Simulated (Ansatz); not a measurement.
# CH₄+ (doublet): wave-function methods side by side at a displaced geometry (v2), cc-pVDZ

An exercise on one series of results from a longer session: the logs are not shown, and one member is left open.

Computed with Ansatz 0.2.0, Gaussian basis. Level: cc-pVDZ, core rule «outside noble gas», up to 1 orbitals frozen.

The runs, in order: UHF; CCSD(T) on ROHF; CCSD(T) on UHF; BCCD(T) on ROHF; CISD; CCSDT(Q) on ROHF; CCSDT(Q) on UHF; CASSCF and MRCISD+Q, 7 electrons in 8 orbitals; CASSCF and NEVPT2, 7 electrons in 8 orbitals.

13 further runs of the same task are left out: 1 for a mislabelled method, 3 that didn't finish, 9 set aside as unsound or not needed.

## The geometry

The geometry is a PBE0/def2-TZVP stationary point (not a proven minimum) with its atoms shifted at random (size 0.100 Å).

5 atoms, charge 1, spin multiplicity 2.

Atoms are counted from 1 here; the program's logs count them from 0.

Bond lengths: C1–H2 1.092 Å, C1–H3 1.171 Å, C1–H4 1.056 Å, C1–H5 1.213 Å. Angles: H2–C1–H3 94.7°, H2–C1–H4 96.1°, H2–C1–H5 156.9°, H3–C1–H4 136.2°, H3–C1–H5 93.6°, H4–C1–H5 92.7°.

Set-up of the first run:

in.yaml reads:

```yaml
crystal:
  periodic: [false, false, false]
  atoms:
    - {symbol: C, position_ang: [0.023026, 0.012154, 0.002804]}
    - {symbol: H, position_ang: [0.222801, 0.770520, 0.762377]}
    - {symbol: H, position_ang: [-0.439427, -0.756941, 0.754425]}
    - {symbol: H, position_ang: [-0.344342, 0.679060, -0.728481]}
    - {symbol: H, position_ang: [0.286592, -0.837471, -0.821728]}
basis:
  gaussian: {orbitals: cc-pVDZ}
total_charge: 1
magnetization: {spin_polarized: true, initial_magnetization: 1}
hamiltonian: {xc: hf}
output: {orbitals: {seedname: orbitals}}
```

Launch:

```
> ansatz run in.yaml --threads 1 --pin off --events-out ev --progress --plain --max-ram 2393MiB
```

Among the steps run: UHF; CCSD(T) on ROHF; CCSD(T) on UHF; BCCD(T) on ROHF; CISD; CCSDT(Q) on ROHF; CCSDT(Q) on UHF; CASSCF and MRCISD+Q, 7 electrons in 8 orbitals; CASSCF and NEVPT2, 7 electrons in 8 orbitals.

One of the session's tables, all rows but one given; the rest of the session is left out.

| method | from UCCSDT(Q) (meV) |
| --- | --- |
| ROHF | +4533.4 |
| UHF | +4442.9 |
| RMP2 | +745.6 |
| UMP2 | +762.1 |
| CISD | +268.1 |
| RCCSD | +113.4 |
| UCCSD | +111.5 |
| RCCSD(T) | +19.2 |
| UCCSD(T) | +19.0 |
| BCCD(T) | +19.2 |
| RCCSDT | +4.6 |
| UCCSDT | +4.2 |
| RCCSDT(Q) | +0.3 |
| UCCSDT(Q) | 0 |
| CASSCF valence | +2451.3 |
| NEVPT2 valence | +529.3 |
| MRCISD valence | ? |
| MRCISD+Q valence | +4.8 |

Q: Estimate the row for MRCISD valence from the others.

**Answer.** from UCCSDT(Q) (meV): +84.0. In the column «from UCCSDT(Q) (meV)» it lies between BCCD(T) (+19.2) and UCCSD (+111.5).

To keep in mind: Restricted and unrestricted rows rest on different reference determinants; where their highest levels disagree by more than a few hundredths of an eV, they describe different states and don't form one ladder.
